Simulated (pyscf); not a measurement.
Single points on ωB97X-D3(BJ)/def2-SVP structures (PySCF, gas phase).

SMILES: OCC(C)(C)C
```xyz
18

C     -0.8404    -1.6049    -1.2125
C     -0.4093    -0.1682    -0.8943
C     -1.5540     0.8000    -1.2266
C     -0.0361    -0.0401     0.5880
C      0.8204     0.1688    -1.7592
O      1.3263     1.4689    -1.5526
H     -1.7027    -1.9006    -0.5932
H     -0.0233    -2.3180    -1.0132
H     -1.1334    -1.7111    -2.2704
H     -1.2849     1.8396    -0.9761
H     -1.8173     0.7561    -2.2974
H     -2.4584     0.5514    -0.6484
H     -0.9138    -0.2089     1.2332
H      0.3665     0.9627     0.7956
H      0.7359    -0.7774     0.8638
H      1.6397    -0.5248    -1.5062
H      0.5700    -0.0004    -2.8268
H      0.6910     2.0975    -1.9113
```
Charge 0, spin multiplicity 1.

Task: How much does it cost (ΔH, 298 K, ωB97M-D3(BJ)/def2-TZVP) to split H₃C–C(CH₃)(CH₃)–CH₂–OH at its C–O bond into •H₂C–C(CH₃)(CH₃)–CH₃ + OH•?

Result: C–O to •H₂C–C(CH₃)(CH₃)–CH₃ + OH•: 94.4 kcal/mol. The 7 functionals that were run give +88.2 (r²SCAN) to +96.2 kcal/mol (M06-2X). Other isomers of •H₂C–C(CH₃)(CH₃)–CH₃ were not searched in full and may lie lower. Left out: the spin-orbit lowering of OH.
